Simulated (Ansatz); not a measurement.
Born–Oppenheimer molecular dynamics of C₃H₇NO₂ (13 atoms, charge 0, multiplicity 1). It goes on from the last frame of an earlier run, with new velocities.

Theory: RKS PBE0/STO-3G (Ansatz).

```json
{"ensemble": "NVT, Langevin thermostat", "time step": "0.5 fs", "steps asked": "266", "set temperature": "1000 K", "friction": "0.02 /fs", "seed": "346776"}
```

First frame:

```xyz
13
Properties=species:S:1:pos:R:3
N -0.419 0.999 0.599
C -0.840 0.283 -0.378
O -2.059 -0.349 -0.607
C 0.147 -0.114 -1.502
C 1.617 -0.146 -0.981
O 2.127 1.084 -0.468
H -1.047 1.185 1.398
H -2.546 0.040 0.159
H -0.022 0.590 -2.324
H -0.063 -1.114 -1.885
H 2.253 -0.524 -1.786
H 1.642 -0.878 -0.213
H 1.369 1.385 0.187
```

(1) How far do the bonds stretch over the last three quarters of this one trajectory? (Pairs bonded in most of those frames.)

Results:

(1) 
```csv
bond,mean (Å),spread (Å),shortest,longest
N1–C2,1.323,0.047,1.24,1.43
N1–H7,1.078,0.038,0.99,1.16
C2–O3,1.409,0.039,1.33,1.47
C2–C4,1.534,0.029,1.48,1.58
O3–H8,1.024,0.018,0.98,1.06
C4–C5,1.586,0.040,1.52,1.65
C4–H9,1.109,0.040,1.03,1.18
C4–H10,1.109,0.049,1.00,1.21
C5–O6,1.456,0.031,1.40,1.52
C5–H11,1.114,0.031,1.05,1.19
C5–H12,1.126,0.058,1.00,1.25
O6–H13,1.026,0.029,0.96,1.09
```

Mean temperature of the second half: 736 K. The mean temperature of the second half is 26 % below the set value. A run of 0.13 ps of so small a system gives no equilibrium averages. Limits of this set-up: minimal basis.

Time of the run: 7.6 min on 1 thread of Arm Neoverse V2 (shared host), peak memory 0.088 GiB.
